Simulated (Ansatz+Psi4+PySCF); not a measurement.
The numbers below are computed, except where a source is named.
## PySCF 2.14.0 run

```python
from pyscf import gto, scf, mp

# the (T+d) and (D+d) sets load through basis_set_exchange
mol = gto.M(atom="""
Si -0.003170 0.025140 0.078800
H 0.013810 1.253970 -0.644360
H 0.012730 -1.294910 -0.649710
""", basis={'H': 'cc-pvtz', 'Si': 'cc-pv(t+d)z'}, charge=0, spin=2)
mf = scf.UHF(mol)
mf.kernel()
pt = mp.MP2(mf, frozen=5).run()
print(mf.e_tot, pt.e_corr, pt.e_tot)
```

The script is written out from the run's settings.

The run gave:

```json
{"Converged": "yes", "Reference energy": "-290.02385 hartree", "Correlation energy": "-0.08982 hartree", "Total energy": "-290.11366 hartree", "Spin squared of the determinant": "2.007"}
```

Messages of the program:
```
WARN: HOMO -0.0736587856431639 >= LUMO -0.161590370432133
WARN: HOMO -0.0736587856431639 >= LUMO -0.161590370432133
```

Caution: another spin multiplicity may lie lower.
